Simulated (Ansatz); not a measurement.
Program: Ansatz. Geometries: PBE0-D4/def2-TZVP. ΔE: electronic, gas phase. CCSD(T)/CBS adds triple-zeta CCSD(T) − MP2 to the extrapolated MP2 energy (def2 sets, frozen cores). This one scheme is used for every species, atoms too. Functionals use def2-TZVPP. B3LYP here is the variant with VWN-RPA as its local correlation; programs differ in this. Open shells (•) are unrestricted, without spin–orbit coupling. Spin–orbit coupling would lower the free atoms: a little for F, S, Si.

Reaction (atomization): `F[SiH2][S]`• → F• + 2 H• + S• + Si•

```json
{"level": "B3LYP-D4", "ΔE (eV)": "16.07"}
{"level": "r2SCANh-D4", "ΔE (eV)": "16.13"}
{"level": "LC-ωPBE", "ΔE (eV)": "15.97"}
{"level": "CCSD/def2-SVP", "ΔE (eV)": "14.48"}
{"level": "CCSD(T)/def2-SVP", "ΔE (eV)": "14.62"}
{"level": "SCS-MP2/def2-QZVPP", "ΔE (eV)": "16.23"}
{"level": "HF/CBS(def2)", "ΔE (eV)": "12.15"}
{"level": "MP2/CBS(def2)", "ΔE (eV)": "16.48"}
```

(1) What does CCSD(T)/CBS give? (Best estimate.)

Largest T1 diagnostic among the species: 0.014.

Answers

(1) Computed: +16.19 eV. The listed levels differ from it by -0.12, -0.06, -0.22, -1.71, -1.57, 0.04, -4.04, 0.29 eV.

From BLYP to BHLYP (50 % exact exchange), in def2-TZVPP and without D4, ΔE moves by −0.28 eV: exact exchange takes away binding that semilocal exchange gives to molecules. The D4 term adds +0.15 eV with B3LYP and +0.08 eV with PBE0; it sums over pairs of atoms, weighted by their polarisabilities, and B3LYP, whose exchange is more repulsive, gets the larger term.

For atomizations the MP2-based limit and the directly extrapolated one differ by several kJ/mol either way, and by 10 to 25 for some Ge, Se and Sn compounds, so smaller differences from it don't rank the levels.
